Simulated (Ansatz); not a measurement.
A calculation with Ansatz (development build ahead of 0.2.0).

```yaml
crystal:
  periodic: [false, false, false]
  atoms:
    - { symbol: S, position_ang: [0.0, 0.0, -1.1334] }
    - { symbol: S, position_ang: [0.0, 0.0, 1.1334] }
basis:
  gaussian: { orbitals: "6-31G" }
magnetization:
  spin_polarized: true
  initial_magnetization: 2
hamiltonian:
  xc: hf
correlation:
  method: ccsd_t
  frozen_orbitals: { S: 5 }
```

The input is written out in the form of the current development build from the run's settings.

The run gave:

```json
{
 "Converged": "yes",
 "Reference energy": "-794.94042 hartree",
 "Correlation energy": "-0.12110 hartree",
 "Total energy": "-795.06152 hartree"
}
```
